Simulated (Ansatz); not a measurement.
# B₂H₂ (singlet): from Hartree-Fock to the top rungs at distance B1–H3 = 1.442 Å, 6-31G

The task here is to estimate one member of a computed series from the others.

The runs use Ansatz 0.2.0, Gaussian basis; 6-31G, core rule «outside noble gas», up to 2 orbitals frozen.

To be run: UHF; CCSD(T) on RHF; CCSD(T) on UHF; BCCD(T) on RHF; CISD; CCSDT(Q) on RHF; CCSDT(Q) on UHF; CCSDTQ on RHF; CASSCF and MRCISD+Q, 2 electrons in 2 orbitals; CASSCF and NEVPT2, 2 electrons in 2 orbitals; CASSCF and MRCISD+Q, 8 electrons in 10 orbitals; CASSCF and NEVPT2, 8 electrons in 10 orbitals; Full CI.

18 further runs of the same task are left out: 17 that didn't finish, 1 set aside as unsound or not needed.

## The geometry

The geometry derives from a PBE0/def2-TZVP stationary point (not a proven minimum). One bond is set to the value named and the two fragments are kept rigid.

4 atoms, charge 0, spin multiplicity 1.

Atoms are counted from 1 here; the program's logs count them from 0.

Bond lengths: B1–B2 1.762 Å, B1–H3 1.442 Å, B1–H4 1.199 Å. Angles: B2–B1–H3 121.3°, B2–B1–H4 121.3°, H3–B1–H4 117.3°.

Set-up of the first run:

in.yaml

```yaml
crystal:
  periodic: [false, false, false]
  atoms:
    - {symbol: B, position_ang: [0.000000, -0.008854, 0.747510]}
    - {symbol: B, position_ang: [0.000000, -0.008854, -1.014954]}
    - {symbol: H, position_ang: [0.000000, 1.222761, 1.497502]}
    - {symbol: H, position_ang: [0.000000, -1.032839, 1.371066]}
basis:
  gaussian: {orbitals: 6-31G}
magnetization: {spin_polarized: true, initial_magnetization: 0}
hamiltonian: {xc: hf}
output: {orbitals: {seedname: orbitals}}
```

The run is started by

```
$ ansatz run in.yaml --threads 1 --pin off --events-out ev --progress --plain --max-ram 2393MiB
```

Steps of the session up to this table: UHF; CCSD(T) on RHF; CCSD(T) on UHF; BCCD(T) on RHF; CISD; CCSDT(Q) on RHF; CCSDT(Q) on UHF; CCSDTQ on RHF; CASSCF and MRCISD+Q, 2 electrons in 2 orbitals; CASSCF and NEVPT2, 2 electrons in 2 orbitals; CASSCF and MRCISD+Q, 8 electrons in 10 orbitals; CASSCF and NEVPT2, 8 electrons in 10 orbitals; Full CI.

One of the session's tables, all rows but one given; the rest of the session is left out.

It belongs to the step «Misses and costs». 

```
          method  from FCI (meV)
             RHF         +3416.8
            RMP2         +1105.1
            CISD          +323.6
           RCCSD           +95.7
        RCCSD(T)           +28.6
         BCCD(T)           +28.3
          RCCSDT            +6.3
       RCCSDT(Q)            +2.6
         RCCSDTQ            +0.3
     CASSCF pair         +2892.1
     MRCISD pair          +242.2
   MRCISD+Q pair           -19.1
  CASSCF valence          +849.3
  NEVPT2 valence               ?
  MRCISD valence           +19.8
MRCISD+Q valence            +4.2
             FCI               0
```

Estimate the missing values for NEVPT2 valence.

The run gave: from FCI (meV): +235.6. In the column «from FCI (meV)» it lies between RCCSD (+95.7) and MRCISD pair (+242.2).

Not comparable, so not listed: CASSCF and NEVPT2, 2 electrons in 2 orbitals (they don't share determinant, frozen orbitals or solution with the rows shown, or repeat one).

Caveats from the session: Left out of the table: UHF, UMP2, UCCSD, UCCSD(T), UCCSDT, UCCSDT(Q) (another determinant or state than the rows shown). MRCISD+Q pair falls below full CI: the +Q correction isn't variational, and the cores differ from full CI's. Warnings in the runs' records: passed over end.
